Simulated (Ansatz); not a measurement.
How far each method lies from full CI for HAlSi⁺, doublet

Geometry: that of the HAlSi, triplet, kept fixed.

```json
{"atom": "Si", "x (Å)": "0.0000", "y (Å)": "0.0000", "z (Å)": "2.0886"}
{"atom": "Al", "x (Å)": "0.0000", "y (Å)": "0.0000", "z (Å)": "-0.2449"}
{"atom": "H", "x (Å)": "0.0000", "y (Å)": "0.0000", "z (Å)": "-1.8437"}
```

Basis 6-31G; Ansatz 0.2.0. Correlated methods freeze the noble-gas cores, which leaves 7 electrons in 18 orbitals. R marks a restricted (for open shells ROHF) determinant, U an unrestricted one. Active spaces: valence = (7e, 9o) chosen from the atoms' valence shells.

Full CI is exact within this basis and frozen core; it isn't the basis-set limit. The frozen core follows each run's orbitals, which can shift R against U totals by a few meV.

For open shells CISD and CISDTQ are restricted-active-space CI with the open shells as a complete middle space.

```
UHF ⟨S²⟩                          : 1.087
T1 diagnostic (RCCSD)             : 0.0266
largest doubles amplitude (RCCSD) : 0.081
```

```csv
level,E − E(full CI) (mEh),share of correlation (%),wall time
RHF,78.95,0.00,–
RMP2,27.39,65.30,–
CISD,5.93,92.49,0.72 s
RCCSD,2.43,96.92,–
RCCSD(T),0.86,98.91,1 s
BCCD(T),0.92,98.84,1.1 s
RCCSDT,0.13,99.84,–
CISDTQ,0.15,99.82,2.6 s
RCCSDT(Q),0.03,99.96,2.7 s
RCCSDTQ,0.01,99.99,15 s
CASSCF (valence space),14.62,81.48,–
NEVPT2 (valence space),4.38,94.45,2.9 s
MRCISD (valence space),0.30,99.62,–
MRCISD+Q (valence space),0.11,99.86,4.2 s
```

The correlation energy at full CI, counted from RHF, is -2.148 eV. That run took 7.5 s on 1 thread of Arm Neoverse V1, shared host over 624,320 determinants.

Run but not shown, since their state, orbitals or frozen core can't be matched to the reference's or they repeat it: UHF, UMP2, UCCSD, UCCSD(T), UCCSDT, UCCSDT(Q), UCCSDTQ.

Times hold each run's SCF and search for its determinant on a shared host, so for small cases they say little of a method's own cost; they ran on 1 thread of Arm Neoverse V1.

The full-CI state has the irrep B1 of C2v, in the program's axes (one component, if the state is degenerate).

Natural occupations of full CI about the gap: 1.960 1.953 1.898 0.987 0.061 0.058 0.031 0.018 0.016 0.006; effectively unpaired electrons, Σ n²(2−n)², 1.08.
